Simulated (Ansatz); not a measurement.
The input, for Ansatz 0.2.0:

```yaml
crystal:
  periodic: [false, false, false]
  atoms:
    - {symbol: Si, position_ang: [0.000000, 0.000000, 1.167683]}
    - {symbol: Si, position_ang: [0.000000, 0.000000, -1.167683]}
    - {symbol: H, position_ang: [0.000000, 1.393286, 1.686020]}
    - {symbol: H, position_ang: [-1.206621, -0.696643, 1.686020]}
    - {symbol: H, position_ang: [1.206621, -0.696643, 1.686020]}
    - {symbol: H, position_ang: [0.000000, -1.393286, -1.686020]}
    - {symbol: H, position_ang: [-1.206621, 0.696643, -1.686020]}
    - {symbol: H, position_ang: [1.206621, 0.696643, -1.686020]}
basis:
  gaussian: {orbitals: STO-3G}
correlation: {method: fci, electrons: outside_noble_gas}
```

```sh
$ ansatz run in.yaml --threads 1 --pin off --events-out ev --progress --plain --max-ram 4160MiB --backend cpu
```

Output:

```
429 factors; integrals over basis functions are off by at most 2.6e-8 eV
mean field evaluation 1: about -15637.8043 eV, gradient 9.3e0 eV
mean field evaluation 2: about -15637.7985 eV, gradient 9.2e0 eV
mean field evaluation 4: about -15638.2142 eV, gradient 3.6e-1 eV
mean field evaluation 8: about -15638.2148 eV, gradient 4.5e-6 eV
mean field -15638.21478919 eV, -574.6937935400 hartree, gradient 4.5e-6 eV, S^2 0.000000; 0 other end points of the search recorded, 0 dependent functions left out
10 core orbitals not correlated: weight in the atoms' cores, before any rotation towards them, 1.000 or more for the frozen orbitals, at most 0.000 for the correlated occupied ones
reference -15638.21478919 eV, -574.6937935400 hartree; 7, 7 occupied and 7, 7 virtual orbitals, 429 factors
state -15641.61350332 eV, -574.8186939808 hartree
Total energy: -15641.61350332 eV, -574.8186939808 hartree
```

Natural occupations: 1.9845 1.9805 1.9697 1.9697 1.9670 1.9670 1.9658 0.0374 0.0311 0.0297 0.0297 0.0229 0.0225 0.0225.

Ran on 1 thread of AMD EPYC 7R13, shared host: 13 s wall, 0.36 GiB peak host memory.
